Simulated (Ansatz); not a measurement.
## Sb: from a trial structure to a relaxed crystal

Computed with Ansatz, DFT PBEsol, scalar-relativistic, plane waves, PAW. Cutoff 420 eV, Γ-centred k mesh, Gaussian smearing, no spin polarisation in the final step.

The start puts Sb on the alpha-boron structure type (R-3m, No. 166), at a guessed volume.

```xyz
12
Lattice="4.0135 2.3172 6.8446 -4.0135 2.3172 6.8446 0.0000 -4.6344 6.8446" Properties=species:S:1:pos:R:3 pbc="T T T"
Sb   -2.5824    1.4909    4.6132
Sb    0.0000   -2.9819    4.6132
Sb    2.5824    1.4909    4.6132
Sb    2.5824   -1.4909   15.9207
Sb   -2.5824   -1.4909   15.9207
Sb    0.0000    2.9819   15.9207
Sb   -1.6432    0.9487    7.3440
Sb    0.0000   -1.8974    7.3440
Sb    1.6432    0.9487    7.3440
Sb    1.6432   -0.9487   13.1899
Sb   -1.6432   -0.9487   13.1899
Sb    0.0000    1.8974   13.1899
```

Cell and atoms relax at zero pressure; the relaxation can't lower the symmetry of the start. After a coarse first stage the cell is made exact in the group found at 0.06 Å.

Energies count from the standard state of Sb at the same level.

(1) Describe the relaxed structure.

(2) What are its volume, energy, density and gap?

## Answers

(1) It keeps R-3m (No. 166), but not the shape of the type it started on. Conventional cell: a = 9.264 Å, c = 15.894 Å. Sb on Wyckoff site h (6 atoms of the primitive cell) is coordinated by 4 Sb at 2.83–3.12 Å and 4 Sb at 3.44–3.48 Å; around Sb on Wyckoff site h (6 atoms of the primitive cell) lie 5 Sb at 2.98–3.12 Å and 2 Sb at 3.51 Å.

```xyz
12
Lattice="4.6318 2.6742 5.2980 -4.6318 2.6742 5.2980 0.0000 -5.3484 5.2980" Properties=species:S:1:pos:R:3 pbc="T T T"
Sb   -2.8917    1.6695    3.8993
Sb    0.0000   -3.3390    3.8993
Sb    2.8917    1.6695    3.8993
Sb    2.8917   -1.6695   11.9946
Sb   -2.8917   -1.6695   11.9946
Sb    0.0000    3.3390   11.9946
Sb   -1.5353    0.8864    6.4346
Sb    0.0000   -1.7729    6.4346
Sb    1.5353    0.8864    6.4346
Sb    1.5353   -0.8864    9.4593
Sb   -1.5353   -0.8864    9.4593
Sb    0.0000    1.7729    9.4593
```

(2) The volume per atom is 32.81 Å³. The density is 6.16 g/cm³. The energy over the standard structure is 0.27 eV/atom and the gap on the 6×6×6 mesh is 0 eV (a metal).

The final run used a 6×6×6 mesh on its 12-atom cell and 0.10 eV smearing. For metals, differences of a few meV/atom aren't resolved. Spin–orbit coupling is left out. A structure relaxed within its symmetry needn't be a true minimum.